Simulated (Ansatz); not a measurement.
[GeH3···H···Br], doublet: transfer scan

Starting geometry:

```xyz
6

Ge   -1.7999    0.0000    0.0000
H    -2.3114    1.4466    0.0000
H    -2.3114   -0.7233    1.2528
H    -2.3114   -0.7233   -1.2528
H    -0.2656    0.0000    0.0000
Br    1.7271    0.0000    0.0000
```

From there H5 is moved from one fragment to the other while all else, the fragments' distance too, stays fixed, so the hump isn't the reaction's barrier; atoms are numbered as listed. Energies are in kJ/mol, counted from the starting geometry at the same level.

Basis cc-pVDZ; Ansatz 0.2.0. Only valence electrons are correlated (noble-gas cores and the filled d shells of p-block atoms frozen). R marks a restricted (for open shells ROHF) determinant, U an unrestricted one. Active spaces: valence = (15e, 12o) chosen from the atoms' valence shells. No spin–orbit coupling is included, and no scalar relativity.

Runs in a small pair space aren't shown, since their orbitals change along the scan.

Full CI isn't at hand for all of this; UCCSDT(Q) serves as the reference, and is uncertain by about the last step of the cluster series. The frozen core follows each run's orbitals, which can shift R against U totals by a few meV for light atoms and by up to 0.1 eV past Ca.

| distance Ge1-H5 (Å) | UCCSDT(Q) | error RHF | error UHF | error RCCSD | error UCCSD(T) | error BCCD(T) | error NEVPT2 (valence space) |
| --- | --- | --- | --- | --- | --- | --- | --- |
| 1.534 | 0.0 | 0.0 | 0.0 | 0.0 | 0.0 | 0.0 | 0.0 |
| 1.600 | -1.2 | 6.5 | 4.8 | 0.7 | 0.2 | 0.1 | -1.2 |
| 1.733 | 3.1 | 21.8 | 14.8 | 2.5 | 0.5 | 0.4 | -4.3 |
| 1.865 | 4.4 | 28.3 | 21.3 | 3.5 | 0.6 | 0.6 | -6.8 |
| 1.997 | -0.2 | 20.4 | 21.2 | 2.9 | 0.4 | 0.5 | -7.8 |

Errors are those of relative energies. In total energy the starting point itself misses UCCSDT(Q) by: RHF 700.7, UHF 689.0, RCCSD 14.1, UCCSD(T) 2.8, BCCD(T) 3.0, NEVPT2 (valence space) 141.5 kJ/mol.

Spread of the error over the points with a reference, to 1.997 Å (largest less smallest): BCCD(T) 0.6, UCCSD(T) 0.6, RCCSD 3.5, NEVPT2 (valence space) 7.8, UHF 21.3, RHF 28.3 kJ/mol.
